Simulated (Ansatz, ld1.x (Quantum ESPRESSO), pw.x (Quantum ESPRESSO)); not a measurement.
## barium: does the TM potential hold in the solid?

```json
{
  "Element": "barium",
  "Generator": "ld1.x (Quantum ESPRESSO) 7.5",
  "Type": "norm-conserving Troullier–Martins (Kleinman–Bylander form)",
  "Functional": "PBE",
  "Relativity": "scalar-relativistic",
  "Frozen core": "[Xe]",
  "Valence charge": "2",
  "Reference configuration": "5d0 6s2 6p0",
  "Partial waves": "6p (bound, empty): rc 3.95 bohr; 5d (bound, empty): rc 2.88 bohr; 6s (bound): rc 3.25 bohr",
  "Local potential": "the s channel",
  "Core correction": "Bessel-smoothed model core, default radius (core density twice the valence density)"
}
```

Atomic tests: cutoffs needed: 6 Ry and 12 Ry (the cutoffs (Ry, on a coarse ladder) from which the occupation-weighted sum of valence levels, in a spherical-Bessel basis at the reference potential, stays within 10 and 1 mRy of its value at 400 Ry); ghost test: no extra level below or beside the all-electron valence levels (p, d, s, f tested) (spherical-Bessel basis up to 400 Ry, 20 bohr box); largest excitation error: -48 meV (all-electron minus pseudo) for 5d1 6s0 6p0, out of 7 test configurations.

Crystal test: bcc Ba in pw.x 7.5, no spin, 9³ k-points, Fermi–Dirac smearing 0.01 Ry, cutoffs 50/200 Ry. The reference is all-electron LAPW (Ansatz 0.2.0) with the same functional, mesh and smearing; V0 and B0 come from Birch–Murnaghan fits to the pressures at five volumes. Errors are pseudo minus all-electron; Δ is the rms difference of the E(V) curves that follow from these fits, minima aligned, over ±6 % about the mean V0. Mesh and smearing are coarse, so the numbers serve the comparison and aren't converged zero-temperature values; the lattice is a test structure that the element need not adopt.

```tsv
V (Å³/atom)	P all-electron (GPa)	P pseudo (GPa)
60.428	0.47	0.91
62.018	0.23	0.61
63.608	0.01	0.35
65.198	-0.19	0.10
66.788	-0.38	-0.12
```

All-electron: a0 = 5.031 Å (V0 = 63.67 Å³/atom), B0 = 8.4 GPa.

Pseudopotential: mean pressure error (GPa): +0.34; a0 (Å): 5.089; a0 error (%): +1.16; B0 error (%): +9.1; Δ (meV/atom): 4.4. This is a poor potential for the solid. The logarithmic derivative shows an extra or strongly shifted pseudo pole above the reference energy (s near 1.56 Ry).

**Question.** At the middle volume, how do free energy and pressure move when the wave cutoff is lowered (ecutrho kept at four times it)?

**Answer.**

```
cutoff (Ry)  shift of F (meV/atom)  shift of P (GPa)
         22                   +1.5             -0.01
         30                   +0.5             -0.00
         40                   +0.1             +0.00
```

The run at the middle volume (35 k-points, 7 iterations) took about 8.9 s on one core of a shared host (Neoverse-V1, 32 threads, 247 GiB, load 12).
